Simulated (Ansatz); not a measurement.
A made-up structure of CH4FSi, doublet:

```
7
angstrom
F -2.1690 -0.0148 0.1948
C 0.7328 -0.0247 0.8697
Si -0.6057 -0.2312 -0.4635
H -0.5400 -1.5208 -1.0542
H -0.4273 0.7276 -1.4956
H 0.7177 0.9522 1.2807
H 1.6757 -0.2345 0.4332
```

It is relaxed with PBE-D4/def2-SVP and then PBE0-D4/def2-TZVP (Ansatz 0.2.0). Atoms count as bonded within 1.22 times the sum of their covalent radii (H–H: 0.88 Å). The end point is not checked to be a true minimum.

(1) Does its bonding change? (A judgement: the text doesn't fix the answer.)

## Answers

(1) By the calculation: No: no bond forms or breaks.

Where it ends: The first stage lowers the energy by 0.60 eV in 6 steps. It ends as CH₄FSi ([CH2][SiH2][F]):
```xyz
7
angstrom
F -2.0157 -0.0235 0.2370
C 0.7538 0.1422 0.6632
Si -0.6090 -0.1889 -0.5125
H -0.5197 -1.5731 -1.0392
H -0.6160 0.7806 -1.6390
H 0.6974 0.9172 1.4216
H 1.6933 -0.4008 0.6339
```

Labels in which every atom is bracketed show which atoms are joined, not bond orders.

For scale, one of the runs: PBE0-D4/def2-TZVP relaxation, 123 basis functions, launched by `ansatz run in.yaml --threads 2 --pin off --events-out ev --progress --plain --max-ram 4352MiB`. Hardware: 2 CPU threads of an Arm Neoverse V2, shared host. Wall time about 16 s.
